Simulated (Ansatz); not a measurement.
Born–Oppenheimer molecular dynamics of H₃S₂Si (6 atoms, charge 0, multiplicity 2). It starts at the highest image of a converged band, a first-order saddle point between two minima.

Level of theory: UKS BHLYP-D4/def2-SVP in Ansatz.

```yaml
ensemble: NVE (velocity Verlet)
time_step: 0.5 fs
steps_asked: 200
starting_velocities_drawn_for: 100 K
seed: 10827
```

First frame:

```xyz
6
Properties=species:S:1:pos:R:3
Si -0.392 -0.415 -0.856
S -0.548 0.437 1.179
S 1.189 -0.989 1.439
H -1.734 -0.170 -1.463
H 0.635 0.404 -1.536
H 0.850 0.734 1.236
```

(1) How far do the bonds stretch over the last three quarters of this one trajectory? (Pairs bonded in most of those frames.)

Answers

(1) 
```csv
bond,mean (Å),spread (Å),shortest,longest
Si1–S2,2.156,0.022,2.12,2.20
Si1–H4,1.490,0.020,1.46,1.52
Si1–H5,1.485,0.031,1.44,1.54
S2–S3,2.190,0.062,2.09,2.28
S3–H6,1.415,0.069,1.23,1.55
```

Mean temperature of the second half: 2006 K. The conserved energy stayed within 0.68 meV per atom of its start (net change 0.015 meV per atom), so the integration is sound. The system heated up, since it started high on the potential surface and ran downhill. A run of 0.1 ps of so small a system gives no equilibrium averages.

Run time: 5.3 min on 2 threads of Arm Neoverse V2, on a shared host, peak memory 0.18 GiB.
